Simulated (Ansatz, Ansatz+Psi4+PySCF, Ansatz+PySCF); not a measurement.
```xyz
3

O     0.0000    0.6034   -2.3813
O     0.0000   -0.6034   -2.3813
Li    0.0000    0.0000    2.3813
```

Basis set: cc-pCVTZ on Li; cc-pVTZ on O (spherical functions). Correlated methods keep 2 orbitals frozen. Correlation on ROHF uses semicanonical orbitals with singles. Charge 0, multiplicity 4.

Computed with Ansatz (development build ahead of 0.2.0); the reference of a correlated method needn't be the lowest determinant of its kind.

The atomization energy at this shape (free ground-state atoms in the same class of orbitals less the molecule, no zero-point energy) of quartet LiO2:

| method | atomization energy |
| --- | --- |
| UHF-CCSD | 445.5 kJ/mol |
| ROHF-CCSD | 442.5 kJ/mol |
| ROHF-MP2 | 543.3 kJ/mol |
| UHF-MP2 | 526.5 kJ/mol |
| ROHF | 109.7 kJ/mol |

(1) What does UHF-CCSD(T) give?

Results:

(1) 477.0 kJ/mol. Caution for ROHF-CCSD, ROHF-MP2, ROHF: an unrestricted determinant lies well below. Caution for ROHF-MP2: another reference gives a lower total. Caution for ROHF-MP2, ROHF: the determinant breaks the point group.
